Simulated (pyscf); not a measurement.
Structures and frequencies: ωB97X-D3(BJ)/def2-SVP in PySCF. Correlated levels are frozen-core, on RHF or UHF. ΔMP2 is the change of the MP2 total energy from the triple- to the quadruple-zeta basis.

SMILES: C[SiH3]
```xyz
8

C     -0.5744     0.9601    -1.1713
Si     0.3333    -0.3068    -0.1176
H     -0.5338     0.6844    -2.2369
H     -0.1230     1.9584    -1.0591
H     -1.6333     1.0285    -0.8760
H     -0.2839    -1.6585    -0.2708
H      0.2781     0.0725     1.3262
H      1.7681    -0.3983    -0.5234
```

Problem. What are the homolytic bond dissociation enthalpies (298 K) of H₃C–SiH₃ (SMILES C[SiH3]) at CCSD(T)/def2-TZVPP + ΔMP2(QZVPP), weakest first?

Solution. C–Si to CH₃• + SiH₃•: 3.80 eV; H–Si to H₃C–SiH₂• + H•: 4.01 eV; C–H to •H₂C–SiH₃ + H•: 4.39 eV. Ring and multiple bonds, and those that leave no two simple radicals, are not listed. •H₂C–SiH₃ lies 0.46 eV over its isomer H₃C–SiH₂•, and others may lie lower still (electronic energy, ωB97M-D3(BJ)). Other isomers of H₃C–SiH₂• were not searched in full and may lie lower. The CCSD(T) − MP2 part came from Ansatz, without density fitting, on the same reference.
